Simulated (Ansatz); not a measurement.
One stationary structure of InAs. Space group F-43m (No. 216), zinc blende type. Computed with PBEsol (plane waves to 420 eV, PAW, scalar-relativistic; Ansatz, a first-principles code).

Space group F-43m (No. 216); a = b = c = 6.087 Å, α = β = γ = 90.00°

| atom | site | symmetry | x | y | z |
|---|---|---|---|---|---|
| As | 4c | -43m | 0.2500 | 0.2500 | 0.2500 |
| In | 4a | -43m | 0.0000 | 0.0000 | 0.0000 |
(The calculation used a cell of 2 atoms; values per cell refer to that cell.)

```yaml
volume_per_atom: 28.19 Å³
band_gap: zero (the bands touch at this level, without spin-orbit coupling)
shortest_distances: As–In 2.64 Å
k-mesh: 9×9×9
```

Band energies at high-symmetry points (eV from the Fermi level; labels of this space group; no spin-orbit coupling), from −5 eV up to 1.6 eV:

```
point                 energies
-----  -----------------------
Γ      -0.45 -0.06 -0.06 -0.06
X             -2.33 -2.33 1.42
U                  -3.27 -1.97
K                  -3.27 -1.97
L             -1.03 -1.03 0.77
W                  -2.96 -2.88
```

No spin polarisation in the result.

Measured for InAs: a 6.047 Å (static lattice; corrected from measurement; as listed in Daniel Mejia-Rodriguez, S. B. Trickey, Phys. Rev. B (2018)); gap 0.417 eV (0 K or low temperature; as listed in I. Vurgaftman, J. R. Meyer, L. R. Ram-Mohan, Journal of Applied Physics (2001)). Computed minus measured — a: PBEsol +0.7 %; gap: PBEsol -0.42 eV. The computed values are for a static lattice, and a measured gap can be an optical one, lowered by exciton binding.

The run could not lose the symmetry of its start; a randomly shaken copy of 2 atoms returns to this structure.

All atoms sit on sites fixed by symmetry, so only the cell could relax.
